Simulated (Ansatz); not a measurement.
# CHBS (triplet): the correlation ladder at distance C2–H4 = 1.338 Å, cc-pVDZ

One table from this session's results is given with a row withheld; the runs are named, their logs left out.

Program: Ansatz 0.2.0, Gaussian basis. Level of theory: cc-pVDZ, core rule «outside noble gas», up to 7 orbitals frozen. These are calculated values, not measurements.

The runs, in order: UHF; CCSD(T) on ROHF; CCSD(T) on UHF; BCCD(T) on ROHF; CISD; CCSDT(Q) on ROHF; CCSDT(Q) on UHF; CASSCF and MRCISD+Q, 4 electrons in 4 orbitals; CASSCF and NEVPT2, 4 electrons in 4 orbitals.

19 further runs of the same task are left out: 2 for a mislabelled method, 13 that didn't finish, 4 set aside as unsound or not needed.

### What is computed

The geometry derives from a PBE0/def2-TZVP stationary point (not a proven minimum). One bond is set to the value named and the two fragments are kept rigid.

4 atoms, charge 0, spin multiplicity 3.

Atoms are counted from 1 here; the program's logs count them from 0.

Bond lengths: B1–C2 1.415 Å, B1–S3 1.834 Å, C2–S3 1.766 Å, C2–H4 1.338 Å. Angles: C2–B1–S3 64.4°, B1–C2–S3 69.4°, B1–C2–H4 162.5°, S3–C2–H4 128.1°, B1–S3–C2 46.2°.

Geometry (Å):

```csv
atom,x (Å),y (Å),z (Å)
B1,0.0000,-0.9450,0.8035
C2,0.0000,0.4522,1.0247
S3,0.0000,0.0974,-0.7057
H4,0.0000,1.6494,1.6222
```

Set-up of the first run:

Contents of in.yaml:

```yaml
crystal:
  periodic: [false, false, false]
  atoms:
    - {symbol: B, position_ang: [0.000000, -0.945032, 0.803452]}
    - {symbol: C, position_ang: [0.000000, 0.452203, 1.024698]}
    - {symbol: S, position_ang: [0.000000, 0.097396, -0.705709]}
    - {symbol: H, position_ang: [0.000000, 1.649381, 1.622200]}
basis:
  gaussian: {orbitals: cc-pVDZ}
magnetization: {spin_polarized: true, initial_magnetization: 2}
hamiltonian: {xc: hf}
output: {orbitals: {seedname: orbitals}}
```

Command:

```sh
> ansatz run in.yaml --threads 1 --pin off --events-out ev --progress --plain --max-ram 2393MiB
```

Among the steps run: UHF; CCSD(T) on ROHF; CCSD(T) on UHF; BCCD(T) on ROHF; CISD; CCSDT(Q) on ROHF; CCSDT(Q) on UHF; CASSCF and MRCISD+Q, 4 electrons in 4 orbitals; CASSCF and NEVPT2, 4 electrons in 4 orbitals.

One table of the session follows, with a row left open; its other results are not shown here.

It belongs to the step «Misses and costs». 

| method | from UCCSDT(Q) (meV) |
| --- | --- |
| ROHF | +9865.6 |
| UHF | +9658.0 |
| RMP2 | +1141.9 |
| UMP2 | +1251.2 |
| CISD | +1485.2 |
| RCCSD | +503.1 |
| UCCSD | +492.5 |
| RCCSD(T) | +64.7 |
| UCCSD(T) | +68.0 |
| BCCD(T) | +62.5 |
| RCCSDT | +38.9 |
| UCCSDT | ? |
| RCCSDT(Q) | +2.8 |
| UCCSDT(Q) | 0 |
| CASSCF pair | +9234.6 |
| NEVPT2 pair | +1172.8 |
| MRCISD pair | +1372.0 |
| MRCISD+Q pair | +319.6 |

Q: Estimate the row for UCCSDT from the others.

As computed: from UCCSDT(Q) (meV): +37.1. In the column «from UCCSDT(Q) (meV)» it lies between RCCSDT(Q) (+2.8) and RCCSDT (+38.9).

To keep in mind: Restricted and unrestricted rows rest on different reference determinants; where their highest levels disagree by more than a few hundredths of an eV, they describe different states and don't form one ladder.
